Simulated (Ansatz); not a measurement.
fcc Pt was calculated with r²SCAN in Ansatz (plane waves, PAW).

Settings: plane-wave cutoff 500 eV, 20×20×1 k mesh (along the axes of the cell as run), Fermi–Dirac smearing 0.1 eV, scalar-relativistic PAW data made under PBE.

Problem. Give the computed surface energy of the (100) face and work function of the (100) face.

Solution. 
- surface energy of the (100) face = 2.08 J/m²
- work function of the (100) face = 5.73 eV

The slab of 8 atoms is relaxed and unreconstructed.

Spin–orbit coupling is not included.

Computed values are for the static lattice.

It cost around 17 core-minutes (rough) of CPU time.

Ansatz is a program for electronic structure.
